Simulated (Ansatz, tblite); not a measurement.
Cost and result up the ladder for H2S3 (5 atoms). Charge 0, multiplicity 1. Geometry: r2SCAN-D4/def2-TZVP.

Cartesian coordinates in Å:
```
S -0.707 -1.253 -0.863
S 0.408 -0.605 0.739
S 0.580 1.442 0.633
H 0.286 -1.356 -1.770
H -0.567 1.771 1.262
```

Ansatz on 4 threads of Intel Xeon on a shared host; xTB runs through tblite on one thread. Times are rough, summed over both states, and most runs start from the orbitals of an earlier one. CCSD(T)/def2-TZVPP serves as the yardstick here, not as an exact answer. The other state is a doublet.

The xTB rows come from tblite. Correlated methods freeze 15 core orbitals.

Raw xTB energies of ions are shifted by several eV.

```csv
level,functions,wall time
GFN2-xTB,29,0.019 s
GFN1-xTB,31,0.033 s
PBE-D4/def2-TZVP,123,4.3 s
r2SCAN-D4/def2-TZVP,123,8.5 s
PBE0-D4/def2-TZVP,123,17 s
CCSD(T)/def2-TZVPP,154,77 s
```

**Question.** Estimate what each level gives for the vertical IE (eV).

**Answer.** 
```
              level  vertical IE (eV)  difference from CCSD(T)/def2-TZVPP (eV)
           GFN2-xTB             13.91                                     4.14
           GFN1-xTB             14.96                                     5.20
   PBE-D4/def2-TZVP              9.32                                    -0.44
r2SCAN-D4/def2-TZVP              9.48                                    -0.28
  PBE0-D4/def2-TZVP              9.63                                    -0.13
 CCSD(T)/def2-TZVPP              9.76                                     0.00
```
